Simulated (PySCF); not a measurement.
Species: bicyclopropyl, C6H10.
Z-matrix (Å and degrees, PBE0-D3(BJ)/def2-SVP geometry), rows numbered from 1:
```
C 
C   1  1.5013
C   2  1.5006  1   59.98
C   3  1.4929  1  120.42  2  -109.82
C   4  1.5006  3  120.41  1   179.98
C   4  1.5006  3  120.41  1  -109.11
H   1  1.0939  2  117.94  3  -107.24
H   1  1.0932  2  118.55  3   108.35
H   2  1.0932  1  118.56  3  -108.36
H   2  1.0939  1  117.94  3   107.23
H   3  1.0963  1  116.02  2   106.39
H   4  1.0963  3  113.78  1    35.44
H   5  1.0932  4  118.59  6   108.29
H   5  1.0939  4  117.45  6  -108.04
H   6  1.0932  4  118.60  5  -108.29
H   6  1.0939  4  117.45  5   108.04
```

Computed, not measured: PBE0-D3(BJ)/def2-SVP geometry optimisation, gas phase in PySCF.

Masses are those of the commonest isotopes; rigid-rotor values at the optimised geometry. The values belong to one conformer with, in the numbering `[CH2:1]1[CH2:2][CH:3]1[CH:4]1[CH2:5][CH2:6]1`, C2–C3–C4–C5 109°.

(1) Give the principal moments of inertia and the rotational constants in cm⁻¹.

(2) What kind of rotor is it?

(3) What does the inertial defect say?

(4) Give the other two planar moments, Paa and Pbb, and the rms extents of the mass along the axes.

(5) Give the coordinates in the principal-axis frame, origin at the centre of mass.

(6) Where do the levels up to J = 4 lie, in cm⁻¹?

Results:

(1) Ia = 54.74, Ib = 223.38, Ic = 248.67 u·Å²; 505379 MHz·u·Å²/I gives 9232, 2262 and 2032 MHz, that is A = 0.30796, B = 0.07547, C = 0.06779 cm⁻¹.

(2) A near-prolate asymmetric top. Ray's parameter κ = (2B − A − C)/(A − C) = -0.936; −1 is the prolate and +1 the oblate limit.

(3) Not planar: Δ = Ic − Ia − Ib = -29.45 u·Å². For a rigid frame Δ = −2 Σ m c², so Σ m c² = 14.72 u·Å² lies off the ab plane: 10.56 from hydrogen and 4.16 from heavier atoms. The atom farthest from that plane is 1.49 Å away.

(4) Paa = Σ m a² = (Ib + Ic − Ia)/2 = 208.65 and Pbb = Σ m b² = (Ia + Ic − Ib)/2 = 40.02 u·Å². With the mass M = 82.08 u, the rms extents √(P/M) along a, b and c are 1.59, 0.70, 0.42 Å.

(5) The sense of each axis is arbitrary; atoms in the order of the calculation.
```json
{"atom": "C1", "mass (u)": "12.000", "a (Å)": "-1.837", "b (Å)": "0.751", "c (Å)": "0.075"}
{"atom": "C2", "mass (u)": "12.000", "a (Å)": "-1.837", "b (Å)": "-0.751", "c (Å)": "0.075"}
{"atom": "C3", "mass (u)": "12.000", "a (Å)": "-0.628", "b (Å)": "0.000", "c (Å)": "-0.403"}
{"atom": "C4", "mass (u)": "12.000", "a (Å)": "0.628", "b (Å)": "0.000", "c (Å)": "0.403"}
{"atom": "C5", "mass (u)": "12.000", "a (Å)": "1.837", "b (Å)": "-0.751", "c (Å)": "-0.075"}
{"atom": "C6", "mass (u)": "12.000", "a (Å)": "1.837", "b (Å)": "0.751", "c (Å)": "-0.075"}
{"atom": "H7", "mass (u)": "1.008", "a (Å)": "-1.764", "b (Å)": "1.263", "c (Å)": "1.039"}
{"atom": "H8", "mass (u)": "1.008", "a (Å)": "-2.453", "b (Å)": "1.273", "c (Å)": "-0.661"}
{"atom": "H9", "mass (u)": "1.008", "a (Å)": "-2.453", "b (Å)": "-1.273", "c (Å)": "-0.662"}
{"atom": "H10", "mass (u)": "1.008", "a (Å)": "-1.764", "b (Å)": "-1.263", "c (Å)": "1.038"}
{"atom": "H11", "mass (u)": "1.008", "a (Å)": "-0.459", "b (Å)": "0.000", "c (Å)": "-1.486"}
{"atom": "H12", "mass (u)": "1.008", "a (Å)": "0.459", "b (Å)": "0.000", "c (Å)": "1.486"}
{"atom": "H13", "mass (u)": "1.008", "a (Å)": "2.453", "b (Å)": "-1.273", "c (Å)": "0.662"}
{"atom": "H14", "mass (u)": "1.008", "a (Å)": "1.764", "b (Å)": "-1.263", "c (Å)": "-1.038"}
{"atom": "H15", "mass (u)": "1.008", "a (Å)": "2.453", "b (Å)": "1.273", "c (Å)": "0.661"}
{"atom": "H16", "mass (u)": "1.008", "a (Å)": "1.764", "b (Å)": "1.263", "c (Å)": "-1.039"}
```

(6) Above 0(0,0):
J = 1: 1(0,1) 0.1433, 1(1,1) 0.3757, 1(1,0) 0.3834
J = 2: 2(0,2) 0.4296, 2(1,2) 0.6546, 2(1,1) 0.6776, 2(2,1) 1.3751, 2(2,0) 1.3753
J = 3: 3(0,3) 0.8586, 3(1,3) 1.0727, 3(1,2) 1.1188, 3(2,2) 1.8049, 3(2,1) 1.8058, 3(3,1) 2.9866, 3(3,0) 2.9866
J = 4: 4(0,4) 1.4298, 4(1,4) 1.6301, 4(1,3) 1.7068, 4(2,3) 2.3777, 4(2,2) 2.3805, 4(3,2) 3.5600, 4(3,1) 3.5600, 4(4,1) 5.2140, 4(4,0) 5.2140

The point group C2h allows no dipole (computed: 0.00 D), so a rigid rotor has no electric-dipole lines.

No PBE0-D3(BJ)/def2-SVP frequencies stand behind this structure, so it isn't proved a minimum. No vibrational averaging or centrifugal distortion is included, and the geometry carries the error of its method.
